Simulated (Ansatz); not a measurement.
## What a trial cell of Sn3H relaxes into

Method: DFT PBE, scalar-relativistic, plane waves, PAW in Ansatz. Cutoff 420 eV, Γ-centred k mesh, Gaussian smearing, no spin polarisation in the final step.

The start puts Sn3H on the TiAl3 (D0_22) structure type (I4/mmm, No. 139), with H in place of Ti, Sn in place of Al, at a guessed volume.

```
Sn H
1.0
    -2.10703    2.10703    4.70662
     2.10703   -2.10703    4.70662
     2.10703    2.10703   -4.70662
Sn H
3 1
Direct
  0.50000 0.50000 0.00000
  0.25000 0.75000 0.50000
  0.75000 0.25000 0.50000
  0.00000 0.00000 0.00000
```

Cell and atoms relax at zero pressure; the relaxation can't lower the symmetry of the start. After a coarse first stage the cell is made exact in the group found at 0.06 Å.

Energies over the elements count from the elements' standard structures at the same level (H₂ as a molecule), with no empirical corrections.

Problem. Which crystal results?

Solution. It ends in Fm-3m (No. 225). The result has the BiF3 (D0_3) structure. Conventional cell: a = 7.171 Å. Around Sn on Wyckoff site b (1 atom of the primitive cell) lie 8 Sn at 3.11 Å and 6 H at 3.59 Å; Sn on Wyckoff site c (2 atoms of the primitive cell) is coordinated by 4 H at 3.11 Å, 4 Sn at 3.11 Å and 6 Sn at 3.59 Å; H has 8 Sn at 3.11 Å and 6 Sn at 3.59 Å.

Space group Fm-3m (No. 225). a = 7.171 Å, b = 7.171 Å, c = 7.171 Å, α = 90.00°, β = 90.00°, γ = 90.00°
| atom | site | symmetry | x | y | z |
| --- | --- | --- | --- | --- | --- |
| Sn | 4b | m-3m | 0.5000 | 0.0000 | 0.0000 |
| Sn | 8c | -43m | 0.2500 | 0.2500 | 0.7500 |
| H | 4a | m-3m | 0.0000 | 0.0000 | 0.0000 |

Problem. What are its volume, energy, density and gap?

Solution. The volume per atom is 23.04 Å³ and the density is 6.43 g/cm³. The energy over the elements is 0.44 eV/atom. The gap on the 14×14×14 mesh is 0 eV (a metal).

The final run used a 14×14×14 mesh on its 4-atom cell and 0.10 eV smearing. The k mesh leaves about 4 meV/atom of noise in metals. Symmetry constrained the relaxation, so the result can be a saddle point. The steps took roughly 8 core-minutes in all.